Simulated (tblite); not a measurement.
Species: C5H7F (charge +1 and doublet state).
Structure used (GFN2-xTB), in Å, numbered top down from 1:
```xyz
13
C5H7F angstrom
C      1.816   -0.501    0.063
C      0.440   -0.072    0.002
C     -0.877   -0.770    0.087
C     -1.566    0.615   -0.088
C     -0.204    1.162   -0.159
F      0.241    2.366   -0.323
H      1.912   -1.582   -0.015
H      2.269   -0.186    1.015
H      2.428    0.015   -0.685
H     -1.062   -1.277    1.035
H     -1.058   -1.493   -0.710
H     -2.171    0.752   -0.989
H     -2.172    0.971    0.750
```

The geometry is computed with GFN2-xTB (gas phase). This method treats the open shell by occupation alone, without spin polarisation.

Take the most abundant isotopes and a rigid rotor. 

Task: Give the principal moments of inertia and the rotational constants in cm⁻¹.

Result: Ia = 106.78, Ib = 132.38, Ic = 229.98 u·Å²; 505379 MHz·u·Å²/I gives 4733, 3818 and 2197 MHz, that is A = 0.15787, B = 0.12734, C = 0.07330 cm⁻¹.

Task: Classify the top.

Result: An asymmetric top: κ = (2 × 3818 − 4733 − 2197)/(4733 − 2197) = 0.28.

Task: What does the inertial defect say?

Result: Not planar: Δ = Ic − Ia − Ib = -9.18 u·Å². For a rigid frame Δ = −2 Σ m c², so Σ m c² = 4.59 u·Å² lies off the ab plane, practically all of it from hydrogen. The atom farthest from that plane is 0.98 Å away.

Task: Where do the levels up to J = 3 lie, in K?

Result: Above 0(0,0), as E/k:
J = 1: 1(0,1) 0.289, 1(1,1) 0.333, 1(1,0) 0.410
J = 2: 2(0,2) 0.818, 2(1,2) 0.832, 2(1,1) 1.065, 2(2,1) 1.197, 2(2,0) 1.245
J = 3: 3(0,3) 1.554, 3(1,3) 1.557, 3(1,2) 2.001, 3(2,2) 2.063, 3(2,1) 2.241, 3(3,1) 2.502, 3(3,0) 2.525
The levels of one J sum to (2J + 1)J(J + 1)(A + B + C)/3.

For this open shell read J as N, the rotation without spin; fine and hyperfine splittings come on top. Its lowest GFN2-xTB frequency is 8i cm⁻¹, too small to tell a flat minimum from a shallow saddle. These are rigid-rotor constants of the computed structure; measured ground-state constants (B0) also hold zero-point vibration.
